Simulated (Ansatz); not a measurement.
**Molecular dynamics of H6OSi**

input.yaml

```yaml
crystal:
  periodic: [false, false, false]
  atoms:
    - { symbol: Si, position_ang: [-0.222414, 0.070144, -0.130591] }
    - { symbol: H, position_ang: [-0.181078, 0.696894, 1.518498] }
    - { symbol: H, position_ang: [1.040972, -0.66752, 0.178267] }
    - { symbol: H, position_ang: [-0.032465, 1.451271, -0.661062] }
    - { symbol: H, position_ang: [-0.755053, -0.688092, -1.330791] }
    - { symbol: O, position_ang: [-1.822554, -0.348312, 0.781439] }
    - { symbol: H, position_ang: [-2.123446, -1.269279, 0.840451] }
    - { symbol: H, position_ang: [-1.166163, 0.125195, 1.567588] }
basis:
  gaussian: { orbitals: def2-SVP }
hamiltonian:
  xc: pbe0
md:
  timestep: 0.5
  n_steps: 200
  ensemble: nve
  temperature: 100.0
  initial_velocities: maxwell_boltzmann
  seed: 3106
```

Command:

```bash
$ ansatz run input.yaml --threads 1 --pin off --max-ram 2048MiB --backend cpu --events-out ev --progress --plain --runs-dir out
```

It starts at the highest image of a converged band. Of that band: Neighbouring images differ by up to 1.3 eV, so the band resolves the path poorly. A vibrational analysis at the climbing image gives one clearly imaginary mode, 1242i cm⁻¹: a first-order saddle point.

Output, in part (one step line in 3, the closing report, with atoms numbered from 0):

```
md step     0: t =     0.00 fs  T =   100.0 K  F+E_penalty+E_count = -10010.42555539 eV  E_kin = 0.077556 eV  conserved = -10010.34799939 eV  (21 SCF iters)
md step     3: t =     1.50 fs  T =    77.8 K  F+E_penalty+E_count = -10010.40802878 eV  E_kin = 0.060358 eV  conserved = -10010.34767118 eV  (22 SCF iters)
md step     6: t =     3.00 fs  T =    53.2 K  F+E_penalty+E_count = -10010.38882166 eV  E_kin = 0.041257 eV  conserved = -10010.34756510 eV  (22 SCF iters)
md step     9: t =     4.50 fs  T =    47.3 K  F+E_penalty+E_count = -10010.38434805 eV  E_kin = 0.036693 eV  conserved = -10010.34765489 eV  (23 SCF iters)
md step    12: t =     6.00 fs  T =    51.1 K  F+E_penalty+E_count = -10010.38715702 eV  E_kin = 0.039601 eV  conserved = -10010.34755555 eV  (23 SCF iters)
md step    15: t =     7.50 fs  T =    72.3 K  F+E_penalty+E_count = -10010.40389008 eV  E_kin = 0.056105 eV  conserved = -10010.34778489 eV  (22 SCF iters)
md step    18: t =     9.00 fs  T =    77.4 K  F+E_penalty+E_count = -10010.40791102 eV  E_kin = 0.059996 eV  conserved = -10010.34791490 eV  (22 SCF iters)
md step    21: t =    10.50 fs  T =    54.7 K  F+E_penalty+E_count = -10010.38990778 eV  E_kin = 0.042434 eV  conserved = -10010.34747403 eV  (22 SCF iters)
md step    24: t =    12.00 fs  T =    67.4 K  F+E_penalty+E_count = -10010.39976711 eV  E_kin = 0.052262 eV  conserved = -10010.34750491 eV  (22 SCF iters)
md step    27: t =    13.50 fs  T =   118.7 K  F+E_penalty+E_count = -10010.43974809 eV  E_kin = 0.092025 eV  conserved = -10010.34772305 eV  (22 SCF iters)
md step    30: t =    15.00 fs  T =   174.3 K  F+E_penalty+E_count = -10010.48289444 eV  E_kin = 0.135150 eV  conserved = -10010.34774413 eV  (22 SCF iters)
md step    33: t =    16.50 fs  T =   225.2 K  F+E_penalty+E_count = -10010.52244617 eV  E_kin = 0.174666 eV  conserved = -10010.34777969 eV  (22 SCF iters)
md step    36: t =    18.00 fs  T =   269.7 K  F+E_penalty+E_count = -10010.55674420 eV  E_kin = 0.209144 eV  conserved = -10010.34759993 eV  (22 SCF iters)
md step    39: t =    19.50 fs  T =   338.3 K  F+E_penalty+E_count = -10010.60988526 eV  E_kin = 0.262371 eV  conserved = -10010.34751464 eV  (22 SCF iters)
md step    42: t =    21.00 fs  T =   438.5 K  F+E_penalty+E_count = -10010.68806213 eV  E_kin = 0.340073 eV  conserved = -10010.34798921 eV  (22 SCF iters)
md step    45: t =    22.50 fs  T =   516.6 K  F+E_penalty+E_count = -10010.74835752 eV  E_kin = 0.400689 eV  conserved = -10010.34766872 eV  (22 SCF iters)
md step    48: t =    24.00 fs  T =   605.2 K  F+E_penalty+E_count = -10010.81716490 eV  E_kin = 0.469374 eV  conserved = -10010.34779096 eV  (22 SCF iters)
md step    51: t =    25.50 fs  T =   692.9 K  F+E_penalty+E_count = -10010.88540654 eV  E_kin = 0.537410 eV  conserved = -10010.34799650 eV  (22 SCF iters)
md step    54: t =    27.00 fs  T =   757.6 K  F+E_penalty+E_count = -10010.93515858 eV  E_kin = 0.587556 eV  conserved = -10010.34760229 eV  (22 SCF iters)
md step    57: t =    28.50 fs  T =   851.0 K  F+E_penalty+E_count = -10011.00785375 eV  E_kin = 0.660007 eV  conserved = -10010.34784645 eV  (21 SCF iters)
md step    60: t =    30.00 fs  T =   932.7 K  F+E_penalty+E_count = -10011.07162417 eV  E_kin = 0.723379 eV  conserved = -10010.34824504 eV  (21 SCF iters)
md step    63: t =    31.50 fs  T =   954.0 K  F+E_penalty+E_count = -10011.08740281 eV  E_kin = 0.739919 eV  conserved = -10010.34748405 eV  (21 SCF iters)
md step    66: t =    33.00 fs  T =  1002.4 K  F+E_penalty+E_count = -10011.12522610 eV  E_kin = 0.777408 eV  conserved = -10010.34781845 eV  (22 SCF iters)
md step    69: t =    34.50 fs  T =  1053.0 K  F+E_penalty+E_count = -10011.16449457 eV  E_kin = 0.816631 eV  conserved = -10010.34786319 eV  (22 SCF iters)
md step    72: t =    36.00 fs  T =  1103.7 K  F+E_penalty+E_count = -10011.20347830 eV  E_kin = 0.856001 eV  conserved = -10010.34747752 eV  (22 SCF iters)
md step    75: t =    37.50 fs  T =  1201.3 K  F+E_penalty+E_count = -10011.27973981 eV  E_kin = 0.931713 eV  conserved = -10010.34802708 eV  (22 SCF iters)
md step    78: t =    39.00 fs  T =  1271.6 K  F+E_penalty+E_count = -10011.33416388 eV  E_kin = 0.986164 eV  conserved = -10010.34799948 eV  (22 SCF iters)
md step    81: t =    40.50 fs  T =  1322.4 K  F+E_penalty+E_count = -10011.37288243 eV  E_kin = 1.025578 eV  conserved = -10010.34730433 eV  (22 SCF iters)
md step    84: t =    42.00 fs  T =  1437.2 K  F+E_penalty+E_count = -10011.46261938 eV  E_kin = 1.114628 eV  conserved = -10010.34799183 eV  (22 SCF iters)
md step    87: t =    43.50 fs  T =  1537.0 K  F+E_penalty+E_count = -10011.53998945 eV  E_kin = 1.192074 eV  conserved = -10010.34791573 eV  (22 SCF iters)
md step    90: t =    45.00 fs  T =  1619.7 K  F+E_penalty+E_count = -10011.60387338 eV  E_kin = 1.256167 eV  conserved = -10010.34770668 eV  (21 SCF iters)
md step    93: t =    46.50 fs  T =  1703.9 K  F+E_penalty+E_count = -10011.66971289 eV  E_kin = 1.321464 eV  conserved = -10010.34824868 eV  (22 SCF iters)
md step    96: t =    48.00 fs  T =  1729.0 K  F+E_penalty+E_count = -10011.68861387 eV  E_kin = 1.340908 eV  conserved = -10010.34770637 eV  (22 SCF iters)
md step    99: t =    49.50 fs  T =  1769.7 K  F+E_penalty+E_count = -10011.72012490 eV  E_kin = 1.372545 eV  conserved = -10010.34758004 eV  (22 SCF iters)
md step   102: t =    51.00 fs  T =  1841.6 K  F+E_penalty+E_count = -10011.77656302 eV  E_kin = 1.428292 eV  conserved = -10010.34827084 eV  (22 SCF iters)
md step   105: t =    52.50 fs  T =  1856.0 K  F+E_penalty+E_count = -10011.78715471 eV  E_kin = 1.439443 eV  conserved = -10010.34771210 eV  (22 SCF iters)
md step   108: t =    54.00 fs  T =  1874.8 K  F+E_penalty+E_count = -10011.80173608 eV  E_kin = 1.453984 eV  conserved = -10010.34775216 eV  (22 SCF iters)
md step   111: t =    55.50 fs  T =  1894.4 K  F+E_penalty+E_count = -10011.81736042 eV  E_kin = 1.469223 eV  conserved = -10010.34813769 eV  (22 SCF iters)
md step   114: t =    57.00 fs  T =  1879.3 K  F+E_penalty+E_count = -10011.80490011 eV  E_kin = 1.457501 eV  conserved = -10010.34739893 eV  (22 SCF iters)
md step   117: t =    58.50 fs  T =  1915.4 K  F+E_penalty+E_count = -10011.83346914 eV  E_kin = 1.485517 eV  conserved = -10010.34795258 eV  (21 SCF iters)
md step   120: t =    60.00 fs  T =  1938.6 K  F+E_penalty+E_count = -10011.85161333 eV  E_kin = 1.503512 eV  conserved = -10010.34810172 eV  (21 SCF iters)
md step   123: t =    61.50 fs  T =  1920.7 K  F+E_penalty+E_count = -10011.83708906 eV  E_kin = 1.489619 eV  conserved = -10010.34746998 eV  (21 SCF iters)
md step   126: t =    63.00 fs  T =  1939.0 K  F+E_penalty+E_count = -10011.85173826 eV  E_kin = 1.503822 eV  conserved = -10010.34791666 eV  (22 SCF iters)
md step   129: t =    64.50 fs  T =  1941.9 K  F+E_penalty+E_count = -10011.85400746 eV  E_kin = 1.506026 eV  conserved = -10010.34798179 eV  (22 SCF iters)
md step   132: t =    66.00 fs  T =  1931.6 K  F+E_penalty+E_count = -10011.84555437 eV  E_kin = 1.498074 eV  conserved = -10010.34748078 eV  (22 SCF iters)
md step   135: t =    67.50 fs  T =  1959.8 K  F+E_penalty+E_count = -10011.86823620 eV  E_kin = 1.519957 eV  conserved = -10010.34827962 eV  (22 SCF iters)
md step   138: t =    69.00 fs  T =  1931.8 K  F+E_penalty+E_count = -10011.84600078 eV  E_kin = 1.498227 eV  conserved = -10010.34777413 eV  (22 SCF iters)
md step   141: t =    70.50 fs  T =  1901.8 K  F+E_penalty+E_count = -10011.82237245 eV  E_kin = 1.474939 eV  conserved = -10010.34743315 eV  (22 SCF iters)
md step   144: t =    72.00 fs  T =  1914.2 K  F+E_penalty+E_count = -10011.83270680 eV  E_kin = 1.484608 eV  conserved = -10010.34809899 eV  (22 SCF iters)
md step   147: t =    73.50 fs  T =  1893.2 K  F+E_penalty+E_count = -10011.81590635 eV  E_kin = 1.468271 eV  conserved = -10010.34763567 eV  (22 SCF iters)
md step   150: t =    75.00 fs  T =  1893.0 K  F+E_penalty+E_count = -10011.81590449 eV  E_kin = 1.468164 eV  conserved = -10010.34774044 eV  (22 SCF iters)
md step   153: t =    76.50 fs  T =  1900.8 K  F+E_penalty+E_count = -10011.82227587 eV  E_kin = 1.474157 eV  conserved = -10010.34811887 eV  (22 SCF iters)
md step   156: t =    78.00 fs  T =  1869.3 K  F+E_penalty+E_count = -10011.79713000 eV  E_kin = 1.449738 eV  conserved = -10010.34739161 eV  (22 SCF iters)
md step   159: t =    79.50 fs  T =  1886.9 K  F+E_penalty+E_count = -10011.81110539 eV  E_kin = 1.463389 eV  conserved = -10010.34771667 eV  (22 SCF iters)
md step   162: t =    81.00 fs  T =  1913.2 K  F+E_penalty+E_count = -10011.83196683 eV  E_kin = 1.483802 eV  conserved = -10010.34816445 eV  (22 SCF iters)
md step   165: t =    82.50 fs  T =  1899.4 K  F+E_penalty+E_count = -10011.82053817 eV  E_kin = 1.473071 eV  conserved = -10010.34746708 eV  (22 SCF iters)
md step   168: t =    84.00 fs  T =  1923.4 K  F+E_penalty+E_count = -10011.83976158 eV  E_kin = 1.491702 eV  conserved = -10010.34805970 eV  (21 SCF iters)
md step   171: t =    85.50 fs  T =  1918.9 K  F+E_penalty+E_count = -10011.83611745 eV  E_kin = 1.488193 eV  conserved = -10010.34792416 eV  (21 SCF iters)
md step   174: t =    87.00 fs  T =  1894.0 K  F+E_penalty+E_count = -10011.81635824 eV  E_kin = 1.468943 eV  conserved = -10010.34741518 eV  (22 SCF iters)
md step   177: t =    88.50 fs  T =  1910.4 K  F+E_penalty+E_count = -10011.82975644 eV  E_kin = 1.481664 eV  conserved = -10010.34809206 eV  (22 SCF iters)
md step   180: t =    90.00 fs  T =  1887.7 K  F+E_penalty+E_count = -10011.81193214 eV  E_kin = 1.464047 eV  conserved = -10010.34788550 eV  (21 SCF iters)
md step   183: t =    91.50 fs  T =  1859.7 K  F+E_penalty+E_count = -10011.78979560 eV  E_kin = 1.442342 eV  conserved = -10010.34745337 eV  (22 SCF iters)
md step   186: t =    93.00 fs  T =  1876.6 K  F+E_penalty+E_count = -10011.80351898 eV  E_kin = 1.455401 eV  conserved = -10010.34811838 eV  (22 SCF iters)
md step   189: t =    94.50 fs  T =  1862.0 K  F+E_penalty+E_count = -10011.79161488 eV  E_kin = 1.444070 eV  conserved = -10010.34754462 eV  (22 SCF iters)
md step   192: t =    96.00 fs  T =  1875.9 K  F+E_penalty+E_count = -10011.80254066 eV  E_kin = 1.454873 eV  conserved = -10010.34766815 eV  (22 SCF iters)
md step   195: t =    97.50 fs  T =  1902.5 K  F+E_penalty+E_count = -10011.82372531 eV  E_kin = 1.475499 eV  conserved = -10010.34822631 eV  (22 SCF iters)
md step   198: t =    99.00 fs  T =  1878.0 K  F+E_penalty+E_count = -10011.80400811 eV  E_kin = 1.456506 eV  conserved = -10010.34750174 eV  (21 SCF iters)
md step   200: t =   100.00 fs  T =  1879.9 K  F+E_penalty+E_count = -10011.80541545 eV  E_kin = 1.457938 eV  conserved = -10010.34747742 eV  (21 SCF iters)
Total energy: -10011.80544210 eV, -367.9270637517 hartree
Atom 0 at     0.795750     0.289507    -0.683632 Å, force     0.166613    -0.135945     0.026991 eV/Å
Atom 1 at     0.653456     0.414742     0.766800 Å, force     0.118347     0.120223     0.642550 eV/Å
Atom 2 at     2.109797     0.839169    -1.135876 Å, force    -0.023224    -0.105148    -0.017657 eV/Å
Atom 3 at    -0.301110     1.074803    -1.256514 Å, force    -0.356191     0.235367    -0.395202 eV/Å
Atom 4 at     0.632458    -1.154368    -0.982672 Å, force     0.081237    -0.117545    -0.248939 eV/Å
Atom 5 at    -3.524597    -0.795085     1.822076 Å, force     1.360572     0.728309     0.628951 eV/Å
Atom 6 at    -3.259677     0.108888     2.090794 Å, force    -0.114146    -0.799524    -0.191786 eV/Å
Atom 7 at    -4.405470    -0.655477     1.522299 Å, force    -1.233208     0.074263    -0.444908 eV/Å
Dipole moment:    -0.208707     0.348552    -0.035060 e Å
```

The run went to its last step. The conserved energy stayed within 0.087 meV per atom of its start (net change 0.065 meV per atom), so the integration is sound. The kinetic energy rose, since the run started high on the potential surface and went downhill. It ends in pieces (H2O + H4Si), so much of that is their flight and rotation, not heat. A run of 0.1 ps of so small a system gives no equilibrium averages. The orbitals stay closed-shell, which can raise the energy where a bond breaks towards radicals; this wasn't checked here.

Between its relaxed ends the band would form Si1–O6, H2–H8 and break Si1–H2, O6–H8. These pairs go: Si1–O6 1.89 → 5.11 Å, H2–H8 1.14 → 5.23 Å, Si1–H2 1.76 → 1.46 Å, O6–H8 1.13 → 0.94 Å. In the last frame they stand as before the step (other bonds may differ from the relaxed reactants and products). It ends as H2O + H4Si. Pairs count as bonded within 1.25 times the sum of covalent radii (0.12 Å more for H–H).

Last frame:

```xyz
8
Properties=species:S:1:pos:R:3
Si 0.796 0.289 -0.684
H 0.653 0.415 0.767
H 2.110 0.839 -1.136
H -0.301 1.075 -1.256
H 0.632 -1.154 -0.983
O -3.525 -0.795 1.822
H -3.260 0.109 2.091
H -4.405 -0.655 1.522
```

The run took 4.1 min on 1 thread of Arm Neoverse V2, with other jobs on the host, peak memory 0.12 GiB.
